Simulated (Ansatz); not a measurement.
Input file for Ansatz (a program for electronic structure): R-revPBE/def2-TZVPPD on C2H4 (SMILES C=C) with ghost functions. Files ending in .json are basis or fitting sets from the Basis Set Exchange.

Ansatz 0.2 input:
```yaml
crystal:
  periodic: [false, false, false]
  atoms:
    - {symbol: C, position_ang: [0.00000000, -2.19285000, -0.66839500]}
    - {symbol: C, position_ang: [-0.00000000, -2.19286000, 0.66839500]}
    - {symbol: H, position_ang: [-0.92518700, -2.19231600, -1.23398200]}
    - {symbol: H, position_ang: [0.92518700, -2.19232500, -1.23398300]}
    - {symbol: H, position_ang: [-0.92518700, -2.19232000, 1.23398200]}
    - {symbol: H, position_ang: [0.92518700, -2.19231100, 1.23398200]}
basis:
  gaussian:
    orbitals: def2-TZVPPD.json
    ghost_atoms:
      - {symbol: F, position_ang: [0.00000000, 0.78568800, 0.00000000]}
      - {symbol: F, position_ang: [0.00000000, 2.20564800, 0.00000100]}
hamiltonian:
  xc: {name: revPBE}
scf: {lower_state_search: off}
```

It printed:

```
WARN ansatz: RAYON_NUM_THREADS=1 ignored (pool sized by the plan → 1); use --threads N
Functional definition: revPBE
these checks for a lower state are left out or cut short: stability, starts, cluster_reference, orbital_swaps, neighbouring_geometries, increment
integrals: 0.10 GiB planned
968 factors; their error is unknown
mean field: 0.85 GiB planned
mean field evaluation 1: about -2131.3175 eV, gradient 5.4e1 eV
mean field evaluation 2: about -2120.8047 eV, gradient 8.0e1 eV
mean field evaluation 4: about -2138.7013 eV, gradient 8.9e-1 eV
mean field evaluation 8: about -2138.6828 eV, gradient 5.2e-1 eV
mean field evaluation 16: about -2138.6831 eV, gradient 1.9e-6 eV
mean field -2138.68309871 eV, -78.5951542261 hartree, gradient 1.9e-6 eV, S^2 0.000000; 0 other end points of the search recorded, 0 dependent functions left out
reference -2138.68314468 eV, -78.5951559154 hartree; 8, 8 occupied and 214, 214 virtual orbitals, 968 factors
Total energy: -2138.68314468 eV, -78.5951559154 hartree
Checks for a lower state left out: stability, starts, cluster_reference, orbital_swaps, neighbouring_geometries, increment
```

The run converged.

Cost: around 0.9 core-seconds (rough).
